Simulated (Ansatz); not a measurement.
CH5AlS⁻, that is AlH2(SMe) with one electron more. Charge -1, multiplicity 2. Geometry r2SCAN-D4/def2-TZVP, that of the neutral singlet.

```xyz
8

Al   -0.9548    0.7803   -1.2368
H    -1.8880    1.1027    0.0017
H    -1.2435    1.2202   -2.7256
S     0.8642   -0.3433   -0.8689
C     0.8056   -0.6408    0.9390
H    -0.0736   -0.1842    1.3914
H     1.7041   -0.2191    1.3867
H     0.7859   -1.7156    1.1125
```

At PBE-D4/def2-TZVPD, r2SCAN-D4/def2-TZVPD, PBE0-D4/def2-TZVPD the highest occupied level of the charge -1 doublet lies above zero (up to 2.26 eV). Energy differences put its binding near zero (-0.06 eV; vertical, against the charge 0 singlet, at PBE-D4/def2-TZVPD), which leaves it undecided.

(1) Estimate the α-spin orbital energies around the gap (eV) in Ansatz with PBE-D4/def2-TZVPD, r2SCAN-D4/def2-TZVPD, PBE0-D4/def2-TZVPD.

Answers

(1) 
| orbital | PBE-D4/def2-TZVPD | r2SCAN-D4/def2-TZVPD | PBE0-D4/def2-TZVPD |
| --- | --- | --- | --- |
| HOMO−5 | -5.22 | -5.54 | -6.61 |
| HOMO−4 | -4.13 | -4.42 | -5.46 |
| HOMO−3 | -2.25 | -2.47 | -3.43 |
| HOMO−2 | -2.13 | -2.35 | -3.29 |
| HOMO−1 | -1.47 | -1.70 | -2.67 |
| HOMO | 2.26 | 2.14 | 1.67 |
| LUMO | 2.63 | 3.15 | 3.12 |
| LUMO+1 | 3.15 | 3.63 | 3.62 |
| LUMO+2 | 3.31 | 3.80 | 3.72 |
| LUMO+3 | 3.66 | 4.26 | 4.12 |
| LUMO+4 | 3.90 | 4.27 | 4.45 |
| LUMO+5 | 4.02 | 4.51 | 4.57 |
| β HOMO | -1.30 | -1.50 | -2.42 |
| β LUMO | 2.74 | 3.34 | 3.24 |
